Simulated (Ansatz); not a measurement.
# CF2 (SMILES F[C]F): the electronic atomisation energy, rung by rung

CF2: 3 atoms, total charge 0, spin state singlet. As SMILES, `F[C]F`. The coordinates come from a GFN2-xTB relaxation.

```tsv
atom	x (Å)	y (Å)	z (Å)
F	0.3969	1.0328	0.3328
C	0.3268	-0.2722	0.1497
F	-0.7238	-0.7606	-0.4825
```

Each level gives the electronic atomisation energy (eV). The values are calculated. Electronic energies at fixed atoms, without zero-point motion or spin-orbit coupling.

```json
{"level": "BLYP/STO-3G", "kind": "GGA", "program": "Ansatz", "value (eV)": "12.24", "less FCI/STO-3G": "+3.75"}
{"level": "revPBE/STO-3G", "kind": "GGA", "program": "Ansatz", "value (eV)": "12.13", "less FCI/STO-3G": "+3.64"}
{"level": "B3LYP/STO-3G", "kind": "global hybrid", "program": "Ansatz", "value (eV)": "11.31", "less FCI/STO-3G": "+2.82"}
{"level": "r2SCAN0/STO-3G", "kind": "hybrid meta-GGA", "program": "Ansatz", "value (eV)": "10.46", "less FCI/STO-3G": "+1.97"}
{"level": "wB97X/STO-3G", "kind": "range-separated hybrid", "program": "Ansatz", "value (eV)": "11.00", "less FCI/STO-3G": "+2.51"}
{"level": "MP2/STO-3G", "kind": "perturbation theory", "program": "Ansatz", "value (eV)": "7.96", "less FCI/STO-3G": "-0.53"}
{"level": "CCSD(T)/STO-3G", "kind": "coupled cluster or CI", "program": "Ansatz", "value (eV)": "8.45", "less FCI/STO-3G": "-0.04"}
{"level": "CCSD/STO-3G", "kind": "coupled cluster or CI", "program": "Ansatz", "value (eV)": "8.21", "less FCI/STO-3G": "-0.28"}
{"level": "FCI/STO-3G", "kind": "exact in the basis", "program": "Ansatz", "value (eV)": "8.49", "less FCI/STO-3G": "0.00"}
```

FCI/STO-3G is exact within its basis and frozen core, so for wave-function methods in that basis the difference is their error; functionals converge differently with the basis, so for them it is only a difference. The values span 7.96 to 12.24 eV. All rows use very small basis sets, so even the best lies far from the true value.
